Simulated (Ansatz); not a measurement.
`CCCC` + H₂ → propane + CH₄ at 400 K and 1 bar (hydrogenolysis of a C–C bond).

Program: Ansatz. Geometries: PBE0-D4/def2-TZVP. ΔE: electronic, gas phase. CCSD(T)/CBS adds triple-zeta CCSD(T) − MP2 to the extrapolated MP2 energy (def2 sets, frozen cores). This one scheme is used for every species. Each species was taken in one conformer, which may not be the lowest.

| species | CCSD(T)/CBS energy (Eh) | H − E (kJ/mol) | S (J/(mol·K)) |
| --- | --- | --- | --- |
| `CCCC` | -158.24160 | 374.8 | 330.7 |
| H₂ | -1.17544 | 38.0 | 139.0 |
| `CCC` | -118.98051 | 294.1 | 291.8 |
| CH₄ | -40.46206 | 131.3 | 197.2 |

H − E and S are ideal-gas, rigid-rotor, harmonic terms from PBE0-D4/def2-TZVP, for one conformer and one mirror image of each species. The MP2-based limit puts H₂ 0.8 mEh under its directly extrapolated value; such offsets cancel only in part. 1 Eh = 2625.50 kJ/mol, R = 8.31446 J/(mol·K).

Problem. By hand: ΔE, ΔH, ΔS and ΔG.

Solution. ΔE = (-118.98051) + (-40.46206) − (-158.24160) − (-1.17544) = -0.02553 Eh = -67.0 kJ/mol. Δ(H − E) = 294.1 + 131.3 − 374.8 − 38.0 = 12.6, so ΔH = -54.4 kJ/mol. ΔS = 291.8 + 197.2 − 330.7 − 139.0 = 19.3 J/(mol·K). ΔG = -54.4 − 400 × (19.3)/1000 = -62.1 kJ/mol.

Problem. By hand: the equilibrium constant, and the temperature at which ΔG would vanish if ΔH and ΔS stayed fixed.

Solution. log₁₀ K = −ΔG/(RT ln 10) = 8.1. ΔH and −TΔS have one sign here, so there is no such temperature.

ΔH outweighs TΔS. A doubt of 5 kJ/mol in ΔE shifts log₁₀ K by 0.7 here. Other conformers and mirror images would add mixing entropy, several J/(mol·K) or more a flexible species. These are equilibria of isolated gas molecules and say nothing of rates. Largest T1 diagnostic: 0.008 (customary marks: 0.02 for closed shells, 0.045 for open ones).
